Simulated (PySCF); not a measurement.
C₂H₆S, charge +1, multiplicity 2. Atoms are numbered in the order given.

```xyz
9

C      1.3865     0.0000    -0.4785
S      0.0000     0.0000     0.6210
C     -1.3865     0.0000    -0.4785
H      1.3376     0.8927    -1.1105
H      2.2938     0.0000     0.1243
H      1.3376    -0.8927    -1.1105
H     -1.3376     0.8927    -1.1105
H     -2.2938     0.0000     0.1243
H     -1.3376    -0.8927    -1.1105
```
Charge +1, spin multiplicity 2.

Geometry optimised at ωB97X-D3(BJ)/def2-TZVP. The multiplicity is an assumed one; other spin states were not compared.

Level of theory: r2SCAN/def2-TZVPD (PySCF).

Mulliken values depend strongly on the basis, most of all with diffuse functions as here. ESP charges are fitted to the potential on shells at 1.4 to 2.0 van der Waals radii. Atomic charges (e):

| atom | Mulliken | meta-Löwdin | ESP fit | Mulliken spin |
|---|---|---|---|---|
| C1 | -0.46 | -0.44 | (withheld) | -0.10 |
| S2 | 0.34 | 0.72 | (withheld) | 0.96 |
| C3 | -0.46 | -0.44 | (withheld) | -0.10 |
| H4 | 0.28 | 0.19 | (withheld) | 0.06 |
| H5 | 0.23 | 0.19 | (withheld) | -0.01 |
| H6 | 0.28 | 0.19 | (withheld) | 0.06 |
| H7 | 0.28 | 0.19 | (withheld) | 0.06 |
| H8 | 0.23 | 0.19 | (withheld) | -0.01 |
| H9 | 0.28 | 0.19 | (withheld) | 0.06 |

Task: What belongs in the gaps? (An estimate is asked for; the answer gives what the named calculation found.)

Result: 
- C1, ESP fit: -0.45
- S2, ESP fit: 0.47
- C3, ESP fit: -0.45
- H4, ESP fit: 0.23
- H5, ESP fit: 0.24
- H6, ESP fit: 0.23
- H7, ESP fit: 0.23
- H8, ESP fit: 0.24
- H9, ESP fit: 0.23
